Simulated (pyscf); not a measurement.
Thermochemistry of product channels of PH₃ + GaH₂• on the doublet surface, in kcal/mol, from ωB97M-D3(BJ)/def2-TZVP energies (ideal gas, 1 atm, RRHO with modes under 100 cm⁻¹ raised to 100, one conformer, R ln 2 for chiral ones without a mode under 150 cm⁻¹). PySCF, gas phase, ωB97X-D3(BJ)/def2-SVP geometries.

| products | ΔE | ΔH(298 K) | ΔG(298 K) | ΔG(600 K) |
|---|---|---|---|---|
| •HP–GaH₂ + hydrogen (H₂) | -1.9 | -3.3 | -2.7 | -2.6 |
| PH₂• + gallane (GaH₃) | +3.7 | +2.5 | +2.8 | +3.0 |
| [H₂P–GaH]• + hydrogen (H₂) | -8.0 | -8.5 | -7.9 | -7.8 |

These are energies of the channels, which say nothing of barriers. Elements up to Kr have no core potential and no relativistic terms here.
